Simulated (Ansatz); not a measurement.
Potential energy curve for H6Si2, SMILES [SiH3][SiH3], singlet. The Si1–Si5 bond (Si1 also carries H, H, H; Si5 carries H, H, H) is pulled apart rigidly from the PBE0/def2-TZVP optimised geometry.

Calculation: Ansatz (a first-principles code) with restricted PBE/def2-TZVP.

The batch members p0 to p7 hold the bond at 1.89, 1.98, 2.10, 2.18, 2.28, 2.34, 2.43, 2.46 Å.

Ansatz input:

Ansatz 0.2 input:
```yaml
# input.yaml
basis:
  gaussian: { orbitals: def2-tzvp }
hamiltonian:
  xc: pbe
batch:
  members: [p0.yaml, p1.yaml, p2.yaml, p3.yaml, p4.yaml, p5.yaml, p6.yaml, p7.yaml]

# p4.yaml, one of the 8 members of this batch
crystal:
  periodic: [false, false, false]
  atoms:
    - { symbol: Si, position_ang: [0.0, 0.0, 0.0] }
    - { symbol: H, position_ang: [-1.20833161, -0.69761189, -0.51609205] }
    - { symbol: H, position_ang: [1.20826304, -0.69763785, -0.51621268] }
    - { symbol: H, position_ang: [0.0, 1.39520789, -0.51620288] }
    - { symbol: Si, position_ang: [0.0, 0.0, 2.28] }
    - { symbol: H, position_ang: [-1.2095222, 0.69549056, 2.79616336] }
    - { symbol: H, position_ang: [1.20706982, 0.6996798, 2.79623884] }
    - { symbol: H, position_ang: [0.00239129, -1.39524402, 2.79610457] }
total_charge: 0
magnetization:
  spin_polarized: false
```

Lines of the output on each member:

```
Member 0: Total energy: -15842.50436640 eV, -582.2012970302 hartree
Member 1: Total energy: -15843.34420975 eV, -582.2321607039 hartree
Member 2: Total energy: -15844.02110879 eV, -582.2570362848 hartree
Member 3: Total energy: -15844.26990882 eV, -582.2661795173 hartree
Member 4: Total energy: -15844.41991260 eV, -582.2716920545 hartree
Member 5: Total energy: -15844.44519106 eV, -582.2726210207 hartree
Member 6: Total energy: -15844.41576687 eV, -582.2715397019 hartree
Member 7: Total energy: -15844.39160960 eV, -582.2706519384 hartree
```

The restricted form behind RKS-PBE keeps the bonding electrons paired and can't separate into open-shell fragments.
